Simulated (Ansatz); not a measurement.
TlS (I4/mcm, No. 140), treated with r²SCAN (plane waves, PAW; Ansatz, a quantum-chemistry and plane-wave program).

Run with plane-wave cutoff 560 eV, 8×8×8 k mesh, Fermi–Dirac smearing 0.01 eV, scalar-relativistic PAW data made under PBE.

Cell (measured lattice):

Space group I4/mcm (No. 140); a = b = 7.7860 Å, c = 6.8000 Å, α = β = γ = 90.00°

```csv
atom,site,symmetry,x,y,z
Tl,4b,-42m,0.0000,0.5000,0.2500
Tl,4a,422,0.0000,0.0000,0.2500
S,8h,m.2m,0.3210,0.1790,0.0000
```
(The calculation used a cell of 8 atoms; values per cell refer to that cell.)

What does this level give for the band gap, smallest direct gap on the k points sampled and direct gap at Γ?


band gap: 0.43 eV
smallest direct gap on the k points sampled: 1.18 eV
direct gap at Γ: 2.36 eV

Note: cell and atoms aren't relaxed at this level (largest force component 0.29 eV/Å, pressure 0.2 GPa).

Spin–orbit coupling is not included; with these elements it can move the gap by several tenths of an eV or more.

Computed values are for the static lattice.
